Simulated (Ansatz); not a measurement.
**AlMgH (singlet): from Hartree-Fock to the top rungs at angle Mg2–Al1–H3 = 160.0°, 6-31G**

How much of the correlation energy of AlMgH (singlet) does each wave-function method recover here?

The runs use Ansatz 0.2.0, Gaussian basis; 6-31G, core rule «outside noble gas», up to 10 orbitals frozen.

To be run: UHF; CCSD(T) on RHF; CCSD(T) on UHF; BCCD(T) on RHF; CISD; CCSDT(Q) on RHF; CCSDT(Q) on UHF; CCSDTQ on RHF; CCSDTQ on UHF; CASSCF and MRCISD+Q, 2 electrons in 2 orbitals; CASSCF and NEVPT2, 2 electrons in 2 orbitals; CASSCF and MRCISD+Q, 6 electrons in 9 orbitals; CASSCF and MRCISD+Q(relaxed), 6 electrons in 9 orbitals; CASSCF and NEVPT2, 6 electrons in 9 orbitals; Full CI.

12 further runs of the same task are left out: 5 that didn't finish, 7 set aside as unsound or not needed.

## 1. What is computed

The geometry derives from a PBE0/def2-TZVP stationary point (not a proven minimum). One angle is set to the value named; bond lengths are kept.

3 atoms, charge 0, spin multiplicity 1.

Atoms are counted from 1 here; the program's logs count them from 0.

Bond lengths: Al1–H3 1.697 Å.

Coordinates:

```xyz
3

Al    0.0000    0.1799    0.4385
Mg    0.0000   -1.9152   -1.5561
H     0.0000    1.7353    1.1177
```

## 2. UHF

File in.yaml:

```yaml
crystal:
  periodic: [false, false, false]
  atoms:
    - {symbol: Al, position_ang: [0.000000, 0.179941, 0.438453]}
    - {symbol: Mg, position_ang: [0.000000, -1.915250, -1.556137]}
    - {symbol: H, position_ang: [0.000000, 1.735310, 1.117684]}
basis:
  gaussian: {orbitals: 6-31G}
magnetization: {spin_polarized: true, initial_magnetization: 0}
hamiltonian: {xc: hf}
output: {orbitals: {seedname: orbitals}}
```

On the command line:

```
$ ansatz run in.yaml --threads 1 --pin off --events-out ev --progress --plain --max-ram 2393MiB
```

The runs that follow: CCSD(T) on RHF; CCSD(T) on UHF; BCCD(T) on RHF; CISD; CCSDT(Q) on RHF; CCSDT(Q) on UHF; CCSDTQ on RHF; CCSDTQ on UHF; CASSCF and MRCISD+Q, 2 electrons in 2 orbitals; CASSCF and NEVPT2, 2 electrons in 2 orbitals; CASSCF and MRCISD+Q, 6 electrons in 9 orbitals; CASSCF and MRCISD+Q(relaxed), 6 electrons in 9 orbitals; CASSCF and NEVPT2, 6 electrons in 9 orbitals; Full CI.

Before running them: what should the planned runs give, taken together? Wanted: FCI from the RHF energy; RMP2 from FCI; UMP2 from FCI; RCCSD from FCI; RCCSD(T) from FCI; UCCSD(T) from FCI; RCCSDT(Q) from FCI; UCCSDT(Q) from FCI; MRCISD+Q pair from FCI.

As calculated:

| quantity | value |
| --- | --- |
| FCI from the RHF energy | -2.2808 eV |
| RMP2 from FCI | +886.7 meV |
| UMP2 from FCI | +941.8 meV |
| RCCSD from FCI | +52.8 meV |
| RCCSD(T) from FCI | +19.0 meV |
| UCCSD(T) from FCI | +45.5 meV |
| RCCSDT(Q) from FCI | +1.8 meV |
| UCCSDT(Q) from FCI | +2.8 meV |
| MRCISD+Q pair from FCI | -110.4 meV |
| NEVPT2 valence from FCI | +113.7 meV |
| MRCISD+Q valence from FCI | +6.4 meV |
| levels within 1 kcal/mol (43 meV) | RCCSD(T), BCCD(T), RCCSDT, UCCSDT, RCCSDT(Q), UCCSDT(Q), RCCSDTQ, UCCSDTQ, MRCISD valence, MRCISD+Q valence, MRCISD+Q(relaxed) valence |
| T1 diagnostic | 0.022 |
| effectively unpaired electrons | 0.27 |

RCCSD(T) lands +19.0 meV from the yardstick (0.8 % of the correlation energy). CCSD(T) misses by +19.0 meV on the restricted determinant and by +45.5 meV on the unrestricted one; the two need not hold the same state or core. MRCISD+Q pair falls below full CI: the +Q correction isn't variational, and the cores differ from full CI's. The occupations show some static correlation. Of the multireference levels listed MRCISD+Q(relaxed) valence comes nearest in total energy (-1.5 meV), which doesn't show that its space is the better one. These misses are within one basis, not against nature.
